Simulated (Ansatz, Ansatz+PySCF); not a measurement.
```xyz
2

S     0.0000    0.0000   -0.0733
H     0.0000    0.0000    1.1724
```

UHF on doublet SH was run in several spherical basis sets with Ansatz (development build ahead of 0.2.0).

Q: Rank the basis sets by the total energy that they give, lowest first, with the distance from the lowest.
A. 6-31G(d)
B. cc-pVDZ
C. def2-SVP
D. cc-pVTZ
E. def2-TZVP

A: D (0.00 eV), E (0.18 eV), B (0.47 eV), A (1.14 eV), C (3.96 eV).

Totals follow the description of the cores as much as that of the bonds, so this order isn't one of quality for chemistry.
